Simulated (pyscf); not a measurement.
A first-order saddle from PySCF, ωB97X-D3(BJ)/def2-SVP:

```xyz
8

N      0.5291    -0.6859    -0.5689
Si     0.1983    -0.1851     1.0207
Cl     1.7752    -0.7913     2.1868
H      1.1456    -1.4666    -0.7659
H     -0.0334    -0.4103    -1.3657
H     -0.2188     2.4904     1.1640
H     -0.0393     1.4143     1.1160
F     -1.1402    -0.8518     1.6581
```
Charge 0, spin multiplicity 2.

Surface: doublet, charge 0. Lowest wavenumbers (cm⁻¹): 1180i, 113, 167, 200, 246.

Question: What reaction is this the transition state of?

Answer: H₂N–SiH(F)–Cl (SMILES N[SiH](F)Cl) + H• (SMILES [H]) ⇌ H₂N–Si•(F)–Cl (SMILES N[Si](F)Cl) + H₂ (SMILES [H][H]), a hydrogen abstraction read from left to right: H–Si broken and H–H formed. At ωB97M-D3(BJ)/def2-TZVP it lies +0.28 eV from the left side and +0.60 eV from the right (each side as separated species at their lowest minima found). This is the saddle that the search found; another between the same sides may lie lower. The angle at the transferred H is 179°.
